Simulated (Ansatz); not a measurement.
System: CH$_{5}$Si (charge 0, doublet). SMILES: [CH2][SiH3]
Geometry: optimised at B3LYP-D3(BJ)/def2-TZVP (Ansatz, a first-principles code).

Property: atomisation energy, in kcal/mol. Terms: LANL2DZ with its own core potentials from Na on; spin-orbit terms left out; non-relativistic; no dispersion term unless named; valence correlation only; 6-31G* and kin with 6d, 5d where marked; atomisation electronic, to ground-state atoms; 6-311+G** with 5d, 6d on Na to Ar in Ansatz; UHF or UKS for open shells. Basis-set limits of correlation are two-point, X^-3; Hartree-Fock from the larger set. [CCSD(T)-MP2]/basis is that difference in the basis named. First-principles rows: single points at B3LYP-D3(BJ) geometries (Ansatz).

Coupled cluster (Ansatz) is a level with limits of its own, used here on species with T1 under 0.025 (0.045 for open shells) and stable references: RI-MP2/CBS(def2-TZVPPD,def2-QZVPPD)+[CCSD(T)-MP2]/def2-TZVPPD.

Value to compare with, RI-MP2/CBS(def2-TZVPPD,def2-QZVPPD)+[CCSD(T)-MP2]/def2-TZVPPD (Ansatz): 520.2 kcal/mol.

| level | program | atomisation energy (kcal/mol) | difference |
|---|---|---|---|
| HF/LANL2DZ | Ansatz | 379.4 | -140.8 |
| PBE/LANL2DZ | Ansatz | 508.6 | -11.6 |
| BLYP/6-31G* | Ansatz | 507.8 | -12.4 |
| B3LYP/6-31G* | Ansatz | 514.7 | -5.5 |
| B3LYP/6-31+G* | Ansatz | 513.6 | -6.6 |
| MP2/STO-3G | Ansatz | 580.3 | 60.1 |
| MP2/6-311+G** | Ansatz | 487.6 | -32.6 |
| r2SCAN-D4/def2-TZVPD | Ansatz + dftd4 | 523.1 | 2.9 |
| B3LYP-D3(BJ)/def2-TZVPD | Ansatz + dftd3 | 522.9 | 2.7 |
| B2PLYP-D3(BJ)/def2-TZVPD | Ansatz + dftd3 | 514.8 | -5.4 |

Among the 7 habitual levels, HF/LANL2DZ lies farthest from RI-MP2/CBS(def2-TZVPPD,def2-QZVPPD)+[CCSD(T)-MP2]/def2-TZVPPD (Ansatz) (-140.8 kcal/mol) and B3LYP/6-31G* nearest (-5.5); 1 of 7 lie above it, and their mean absolute difference is 38.5 kcal/mol, the median 12.4. One case shows no general order.

The levels are drawn from those run, B3LYP/6-31G* more often than the rest, none by its result; runs whose electronic state is in doubt are left out.
